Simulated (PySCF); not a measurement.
## Relative stability

The two ends of one reaction step of SiH4S2, singlet (PBE0-D4/def2-TZVP).

A:

```xyz
7
angstrom
Si -0.2303 -0.3641 0.4346
S 1.7187 -0.6266 -0.3871
S -1.3029 1.2828 -0.3898
H -1.2018 0.8499 -1.6583
H -0.8932 -1.6641 0.1757
H -0.2015 -0.0656 1.8860
H 2.1285 0.6165 -0.0827
```

B:

```
7
angstrom
Si -0.5681 -0.2830 0.8097
S 1.1240 -0.2050 -1.0288
S -1.6244 1.3689 0.6851
H 0.1843 0.1830 -1.9102
H -1.0446 -1.6179 0.3490
H 0.5031 -0.5171 1.8193
H 1.4323 1.0685 -0.7228
```

PySCF 2.14 with density fitting (its default auxiliary sets; JK sets also for MP2 and CCSD(T)); basis: def2-TZVPP; cores frozen in the correlated methods. B3LYP uses VWN-RPA correlation.

Q: Which structure is lower at CCSD(T), and by how much? (Judge from chemistry; the value comes from the calculation.)

A: Computed: A, by 32.45 kcal/mol (electronic energy, against the other). By their contacts, A is SiH₄S₂ ([SH][SiH2][SH]) and B is SiH₄S₂ ([S][SiH2][SH2]).

All methods give the same order:

```tsv
method	E(B) − E(A) (kcal/mol)
SPW92	30.06
PBE-D4	29.57
r2SCAN-D4	30.96
PBE0-D4	31.86
B3LYP-D4	30.97
BHLYP-D4	33.37
wB97M-V	32.22
HF	35.39
MP2	32.04
CCSD	33.39
CCSD(T)	32.45
```

The T1 diagnostic stays at or below 0.014.

Labels in which every atom is bracketed show which atoms are joined, not bond orders.

For scale, one of the runs: CCSD(T)/def2-TZVPP, 182 basis functions, launched by `OMP_NUM_THREADS=4 python run.py`. Hardware: 4 CPU threads of an Arm Neoverse V1, shared host. Wall time 3.4 min; peak host memory 1.6 GiB.
